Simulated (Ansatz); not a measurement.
**C₂H₅Li: single points off equilibrium**

The task here is to estimate one member of a computed series from the others.

The runs use Ansatz 0.2.0, Gaussian basis; single points in def2-TZVPP.

Correlated methods freeze the cores. The outer core shell of Li, Na, Mg and K is correlated.

## The system as given

SMILES `[Li][CH2]C`, 8 atoms, charge 0, spin multiplicity 1.

Atoms are counted from 1 here; the program's logs count them from 0.

Bond lengths: Li1–C2 1.870 Å, C2–C3 1.540 Å, C2–H4 1.119 Å, C2–H5 1.190 Å, C3–H6 0.993 Å, C3–H7 1.121 Å, C3–H8 1.064 Å. Angles: Li1–C2–C3 106.3°, Li1–C2–H4 116.3°, Li1–C2–H5 113.9°, C3–C2–H4 103.7°, C3–C2–H5 102.2°, H4–C2–H5 112.6°, C2–C3–H6 115.6°, C2–C3–H7 109.5°, C2–C3–H8 109.4°, H6–C3–H7 109.8°, H6–C3–H8 109.0°, H7–C3–H8 102.8°.

Coordinates:

```xyz
8
charge 0, multiplicity 1
Li   -1.5805    1.4578   -0.3497
C    -0.1942    0.2607   -0.7281
C     0.2545   -0.3227    0.6250
H    -0.4694   -0.6423   -1.3285
H     0.8003    0.7831   -1.1194
H     0.5538    0.3408    1.3001
H     1.0608   -1.0826    0.4551
H    -0.5346   -0.9055    1.0375
```

Set-up of the first run:

The input, run/in.yaml:

```yaml
crystal:
  periodic: [false, false, false]
  atoms:
    - {symbol: Li, position_ang: [-1.580500, 1.457800, -0.349700]}
    - {symbol: C, position_ang: [-0.194200, 0.260700, -0.728100]}
    - {symbol: C, position_ang: [0.254500, -0.322700, 0.625000]}
    - {symbol: H, position_ang: [-0.469400, -0.642300, -1.328500]}
    - {symbol: H, position_ang: [0.800300, 0.783100, -1.119400]}
    - {symbol: H, position_ang: [0.553800, 0.340800, 1.300100]}
    - {symbol: H, position_ang: [1.060800, -1.082600, 0.455100]}
    - {symbol: H, position_ang: [-0.534600, -0.905500, 1.037500]}
basis:
  gaussian: {orbitals: def2-TZVPP}
correlation: {method: ccsd_t}
output: {forces: true}
```

The command line of these runs was not kept.

Among the steps run: CCSD(T)/def2-TZVPP; PBE0-D4/def2-TZVPP; wB97M-V/def2-TZVPP; r2SCAN-D4/def2-TZVPP; PBE-D4/def2-TZVPP; B97M-V/def2-TZVPP; BHLYP-D4/def2-TZVPP.

One of the session's tables, all rows but one given; the rest of the session is left out.

```
   method  RMS force component (eV/Å)  angle to CCSD(T) forces (°)  dipole (D)
  CCSD(T)                       1.555                    reference        5.63
  PBE0-D4                       1.566                          3.4        5.52
  wB97M-V                           ?                            ?           ?
r2SCAN-D4                       1.542                          2.2        5.58
   PBE-D4                       1.552                          4.9        5.26
   B97M-V                       1.531                          4.1        5.57
 BHLYP-D4                       1.553                          5.6        5.65
```

Q: Estimate the row for wB97M-V from the others.

The run gave: RMS force component (eV/Å): 1.548; angle to CCSD(T) forces (°): 2.2; dipole (D): 5.49. In the column «RMS force component (eV/Å)» it lies between r2SCAN-D4 (1.542) and PBE-D4 (1.552).
